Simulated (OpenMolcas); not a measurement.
Worked example: vertical ionisation energy of [SiH3]+ (SMILES [SiH3+])

[SiH3]+: 4 atoms, total charge +1, spin state singlet. As SMILES, `[SiH3+]`. The coordinates come from a PBE0-D4/def2-TZVP relaxation.

Both states at this one shape; open shells run unrestricted unless said. 1 Eh = 27.2114 eV.

```
             level     program  singlet [SiH3]+ (Eh)  doublet [SiH3]2+ (Eh)  HOMO of the first (eV)
  BLYP/aug-cc-pVTZ  OpenMolcas           -290.935985            -290.185074                  -16.24
 M06-L/aug-cc-pVTZ  OpenMolcas           -290.944070            -290.181959                  -16.66
 B3LYP/aug-cc-pVTZ  OpenMolcas           -290.965753            -290.203353                  -17.49
M06-2X/aug-cc-pVTZ  OpenMolcas           -290.913227            -290.149006                  -18.94
```

Task: Work out the vertical ionisation energy at each level.

Result: 
1. BLYP/aug-cc-pVTZ: -290.185074 − (-290.935985) = 0.750911 Eh = 20.43 eV; −ε(HOMO) = 16.24 eV.
2. M06-L/aug-cc-pVTZ: -290.181959 − (-290.944070) = 0.762111 Eh = 20.74 eV; −ε(HOMO) = 16.66 eV.
3. B3LYP/aug-cc-pVTZ: -290.203353 − (-290.965753) = 0.762400 Eh = 20.75 eV; −ε(HOMO) = 17.49 eV.
4. M06-2X/aug-cc-pVTZ: -290.149006 − (-290.913227) = 0.764221 Eh = 20.80 eV; −ε(HOMO) = 18.94 eV.

No measured value is set beside it here; the levels span 20.43 to 20.80 eV. In semi-local functionals −ε(HOMO) lies far under the ionisation energy, a result of self-interaction, while the difference of totals does much better.
